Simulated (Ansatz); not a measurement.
# CH5AlSi (SMILES [AlH2][CH]=[SiH2]): functionals against CCSD(T) at one geometry

One table from this session's results is given with a row withheld; the runs are named, their logs left out.

The runs use Ansatz 0.2.0, Gaussian basis; single points in def2-TZVPP.

Correlated methods freeze the cores.

## Starting geometry

8 atoms, charge 0, spin multiplicity 1.

Atoms are counted from 1 here; the program's logs count them from 0.

Bond lengths: Al1–C2 1.971 Å, Al1–H4 1.582 Å, Al1–H5 1.554 Å, C2–Si3 1.761 Å, C2–H6 1.041 Å, Si3–H7 1.497 Å, Si3–H8 1.488 Å. Angles: C2–Al1–H4 123.5°, C2–Al1–H5 123.9°, H4–Al1–H5 112.5°, Al1–C2–Si3 132.4°, Al1–C2–H6 112.9°, Si3–C2–H6 114.4°, C2–Si3–H7 129.4°, C2–Si3–H8 124.2°, H7–Si3–H8 106.4°.

As a file:

```xyz
8

Al   -1.4877    0.6908   -0.5179
C     0.3792    0.5084    0.0859
Si    1.3589   -0.8928    0.5085
H    -2.4241   -0.5405   -0.8469
H    -2.1732    2.0538   -0.8137
H     0.8355    1.4246    0.2762
H     2.7463   -0.9479    1.0671
H     0.9173   -2.3039    0.3416
```

The first run:

Contents of run/in.yaml:

```yaml
crystal:
  periodic: [false, false, false]
  atoms:
    - {symbol: Al, position_ang: [-1.487700, 0.690800, -0.517900]}
    - {symbol: C, position_ang: [0.379200, 0.508400, 0.085900]}
    - {symbol: Si, position_ang: [1.358900, -0.892800, 0.508500]}
    - {symbol: H, position_ang: [-2.424100, -0.540500, -0.846900]}
    - {symbol: H, position_ang: [-2.173200, 2.053800, -0.813700]}
    - {symbol: H, position_ang: [0.835500, 1.424600, 0.276200]}
    - {symbol: H, position_ang: [2.746300, -0.947900, 1.067100]}
    - {symbol: H, position_ang: [0.917300, -2.303900, 0.341600]}
basis:
  gaussian: {orbitals: def2-TZVPP}
correlation: {method: ccsd_t}
output: {forces: true}
```

No record of the launch command was kept for these runs.

Among the steps run: CCSD(T)/def2-TZVPP; PBE0-D4/def2-TZVPP; wB97M-V/def2-TZVPP; r2SCAN-D4/def2-TZVPP; PBE-D4/def2-TZVPP; r2SCAN0-D4/def2-TZVPP; wB97X-V/def2-TZVPP.

One table of the session follows, with a row left open; its other results are not shown here.

```
    method  RMS force component (eV/Å)  angle to CCSD(T) forces (°)  dipole (D)
   CCSD(T)                       0.700                    reference        1.88
   PBE0-D4                       0.778                          9.4        2.09
   wB97M-V                       0.780                         11.6        2.16
 r2SCAN-D4                           ?                            ?           ?
    PBE-D4                       0.768                          8.0        1.97
r2SCAN0-D4                       0.769                         11.2        2.13
   wB97X-V                       0.819                         11.9        2.22
```

Q: Estimate the row for r2SCAN-D4 from the others.

The run gave: RMS force component (eV/Å): 0.754; angle to CCSD(T) forces (°): 6.8; dipole (D): 2.03. In the column «RMS force component (eV/Å)» it lies between CCSD(T) (0.700) and PBE-D4 (0.768).
